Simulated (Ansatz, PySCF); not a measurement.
This Ansatz (a quantum-chemistry and plane-wave program) input computes a SVWN5/def2-TZVPD energy:

Ansatz 0.2 input:
```yaml
crystal:
  periodic: [false, false, false]
  atoms:
    - {symbol: Si, position_ang: [0.00000000, 0.00000000, 0.00000000]}
    - {symbol: H, position_ang: [0.01222522, 1.46745298, -0.00876651]}
    - {symbol: H, position_ang: [1.26466648, -0.74421996, 0.01999757]}
    - {symbol: H, position_ang: [-1.27689170, -0.72323302, -0.01123105]}
basis:
  gaussian:
    orbitals: def2-TZVPD
hamiltonian:
  xc: {name: SVWN5}
total_charge: 1
output: {forces: true}
```

Q: Write an input for the same energy in PySCF and say what it gives.

A: 
```python
from pyscf import gto, scf, dft

mol = gto.M(
    atom='''
    Si    0.00000000    0.00000000    0.00000000
    H     0.01222522    1.46745298   -0.00876651
    H     1.26466648   -0.74421996    0.01999757
    H    -1.27689170   -0.72323302   -0.01123105
    ''',
    basis='def2-tzvpd',
    charge=1,
    spin=0,
    verbose=4,
)

mf = dft.RKS(mol, xc='svwn').density_fit(auxbasis='def2-universal-jkfit')
mf.grids.level = 3
mf.conv_tol = 1e-9
mf.max_cycle = 100
mf.max_memory = 1500
mf.kernel()
if not mf.converged:
    mf = mf.newton()
    mf.kernel(mf.make_rdm1())
mf.analyze()
```
It gives -289.73376 Eh, and Ansatz -289.73371 Eh, a difference of 0.05 mEh, from the treatment of integrals and grids.
